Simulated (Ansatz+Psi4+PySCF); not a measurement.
Values are calculated unless marked as measured or tabulated.
Input for PySCF 2.14.0:

```python
from pyscf import gto, scf, mp

mol = gto.M(atom="""
C 0.000000 0.000000 -0.611050
N 0.000000 0.000000 0.523750
""", basis='cc-pvtz', charge=0, spin=1)
mf = scf.UHF(mol)
mf.kernel()
pt = mp.MP2(mf, frozen=2).run()
print(mf.e_tot, pt.e_corr, pt.e_tot)
```

The script is written out from the run's settings.

Output:

* Converged: yes
* Reference energy: -92.23499 hartree
* Correlation energy: -0.28074 hartree
* Total energy: -92.51572 hartree
* Spin squared of the determinant: 1.024

Messages of the program:
```
WARN: HOMO -0.282197574709205 >= LUMO -0.282197574709205
WARN: HOMO -0.282197574709205 >= LUMO -0.282197574709205
```

Caution: large amplitudes, a single reference is doubtful; the unrestricted determinant is spin contaminated.
